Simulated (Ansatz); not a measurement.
Species: O₂ (charge +1, doublet). 
Structure (B3LYP-D3(BJ)/def2-TZVP (Ansatz, a quantum-chemistry and plane-wave program) minimum search):
```
O
O 1 1.1056
```
Charge +1, spin multiplicity 2.

Total electronic energies in hartree. Cores are frozen in the correlated levels unless marked. Open shells are spin-unrestricted. Spin-orbit coupling is left out. Non-relativistic. CBS(X,Y): correlation extrapolated as X^-3; Hartree-Fock from the larger set (for Q and 5 zeta extrapolated as (X+1)exp(-9√X)). The program attaches cautions to a run behind SCS-MP2/6-31G: large difference.

The UHF reference is spin-contaminated (<S^2> 0.34 over the pure value in the largest basis). The T1 diagnostic of CCSD in the largest basis is 0.073, which is high, so the coupled-cluster rows are less sure than usual.

```csv
level,program,energy (Eh)
RI-HF/aug-cc-pVQZ,Ansatz,-149.24896
B3LYP-D4/def2-TZVPD,Ansatz + dftd4,-149.93061
HSE06-D4/def2-TZVPD,Ansatz + dftd4,[?]
CAM-B3LYP-D3(BJ)/def2-TZVPD,Ansatz + dftd3,[?]
"MP2/CBS(def2-TZVPP,def2-QZVPP)",Ansatz,-149.7010
SCS-MP2/6-31G,Ansatz,-149.26846
SCS-MP2/cc-pVTZ,Ansatz,-149.62160
SCS-MP2/cc-pV5Z,Ansatz,-149.68272
"CCSD(T)/CBS(cc-pVQZ,cc-pV5Z)",Ansatz,-149.7571
```

### Question
Fill in the missing entries.

### Answer

- HSE06-D4/def2-TZVPD, energy (Eh): -149.77534
- CAM-B3LYP-D3(BJ)/def2-TZVPD, energy (Eh): -149.88508
